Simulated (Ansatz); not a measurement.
System: hcp Zn. Method: r²SCAN in Ansatz (PAW).

Settings: plane-wave cutoff 600 eV, 18×18×8 k mesh (along the axes of the cell as run), Fermi–Dirac smearing 0.1 eV, finite displacements, scalar-relativistic PAW data made under PBE.

The cell has the measured lattice parameters. Conventional cell: a = 2.6646 Å, b = 2.6646 Å, c = 4.9455 Å, α = 90.00°, β = 90.00°, γ = 120.00°.

```
CELL_PARAMETERS angstrom
      2.66460     0.00000     0.00000
     -1.33230     2.30761     0.00000
      0.00000     0.00000     4.94550
ATOMIC_POSITIONS crystal
  Zn 0.66667 0.33333 0.75000
  Zn 0.33333 0.66667 0.25000
```

Harmonic phonon frequencies (cm⁻¹; i marks an imaginary mode):

| q point | frequencies |
|---|---|
| Γ | 0 0 0 69 69 124 |
| M | 60 61 112 114 189 199 |
| A | [?] |
| L | 60 60 110 110 198 198 |

Complete the blanks.


- A, frequencies: 56 56 56 56 79 79

No imaginary mode appears at these points.

Note: the cell isn't this level's own, so it is under some stress, which shifts stiffness and frequencies.

Ansatz is a quantum-chemistry and plane-wave program.
